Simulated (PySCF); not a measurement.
# Where the electron goes

Compound: C3H5N3.
Z-matrix (Å and degrees, GFN2-xTB geometry), rows numbered from 1:
```
C 
N   1  1.4308
N   2  1.3102  1  122.35
C   3  1.3257  2  104.70  1  -179.41
C   4  1.3964  3  107.83  2     0.00
N   2  1.3102  1  122.73  3  -179.34
H   1  1.0917  2  110.37  3   106.48
H   1  1.0875  2  108.06  3   -13.39
H   1  1.0894  2  109.54  3  -133.59
H   4  1.0695  3  121.82  2  -179.89
H   5  1.0696  4  130.47  3  -179.88
```

Level of theory: PySCF 2.14.0, density-fitted response routines, TDDFT CAM-B3LYP/def2-SVPD, vertical, gas phase, core orbitals frozen in the response.

Kohn–Sham orbitals with the atoms that hold most of them (Löwdin shares over 4%, at most four atoms; ? is withheld):

| orbital | ε (eV) | atoms |
| --- | --- | --- |
| LUMO+2 | 1.99 | C4 22%, C5 21%, H10 15%, H11 14% |
| LUMO+1 | 1.47 | C1 38%, H9 10%, H7 10%, C5 10% |
| LUMO | 1.01 | N6 24%, N3 24%, N2 20%, C5 11% |
| HOMO | -8.98 | ? |
| HOMO-1 | -9.77 | ? |
| HOMO-2 | -9.94 | N6 41%, N3 40%, C5 5%, C4 5% |
| HOMO-3 | -10.80 | N3 28%, N6 27%, C4 14%, C5 14% |

Give the leading atoms of the HOMO-1.

N6 (bonded to C and N) 33%; N3 (bonded to C and N) 32%; C5 (bonded to C, N and H) 12%; C4 (bonded to C, N and H) 11%. By element: nitrogen 65% or more, carbon 24% or more.

Give the leading atoms of the HOMO.

N2 (bonded to C and 2 N) 26%; C4 (bonded to C, N and H) 25%; C5 (bonded to C, N and H) 24%; N3 (bonded to C and N) 6%. By element: carbon 49% or more, nitrogen 31% or more.

How does S1 compare with the orbital gap of 9.98 eV?

S1 is at 6.48 eV (f = 0.0000), 3.50 eV below the gap, made of HOMO-2→LUMO (97%). Its leading pair isn't HOMO and LUMO; the energies of that pair differ by 10.94 eV. 

One configuration dominates each of S1, S2, S4, S5 and S7. Which, and how do the shares of the two leading atoms of either orbital change from the occupied to the empty one?

- S1 (6.48 eV, f 0.0000), HOMO-2→LUMO (97%): N6 41% → 24%, N3 40% → 24%
- S2 (6.67 eV, f 0.186), HOMO→LUMO (92%): N2 26% → 20%, C4 25% → at most 11%, N6 at most 6% → 24%, N3 6% → 24%
- S4 (7.52 eV, f 0.026), HOMO-1→LUMO (75%): N6 33% → 24%, N3 32% → 24%
- S5 (7.59 eV, f 0.054), HOMO→LUMO+1 (83%): N2 26% → at most 10%, C4 25% → at most 10%, C1 at most 6% → 38%, H9 at most 6% → 10%
- S7 (8.37 eV, f 0.0024), HOMO-1→LUMO+1 (77%): N6 33% → at most 10%, N3 32% → at most 10%, C1 at most 12% → 38%, H9 at most 12% → 10%

Löwdin shares depend on the basis, the more so with diffuse functions.

Time: 20 s. Hardware: an Arm Neoverse V2 with one thread (shared host).
